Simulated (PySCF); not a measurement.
**Lithium: a sound run and one with changed settings**

Sound run: Li [He] 2s1, Li⁺ 1s2. Calculation: PySCF 2.14, in cc-pVTZ-DK; scalar relativity by spin-free X2C-1e. The sound run starts from symmetry-adapted Hartree-Fock orbitals and uses a fine grid where one is needed.

A second run was set up differently.

| species | method | sound run (hartree) | changed run (hartree) | converged |
| --- | --- | --- | --- | --- |
| Li | UHF | -7.43338 | -7.43338 | yes |
| Li | LDA | -7.34387 | -7.33872 | yes |
| Li | MN15 | -7.48560 | -7.51053 | yes |
| Li⁺ | UHF | -7.23704 | -7.23704 | yes |
| Li⁺ | LDA | -7.14294 | -7.11333 | yes |
| Li⁺ | MN15 | -7.29960 | -7.29325 | yes |

Ionisation energy of Li:

```tsv
method	sound run (eV)	changed run (eV)
UHF	5.343	5.343
LDA	5.468	6.133
MN15	5.061	5.912
```

Question: What was changed?
A. radial grid too coarse
B. minimal basis
C. basis contracted for another Hamiltonian
D. too few SCF iterations

Answer: A. It used radial step 1.2 in ln r (0.13 in the sound run). A coarse radial grid mis-integrates the density and the exchange-correlation energy, with errors of either sign; Hartree-Fock needs no grid.
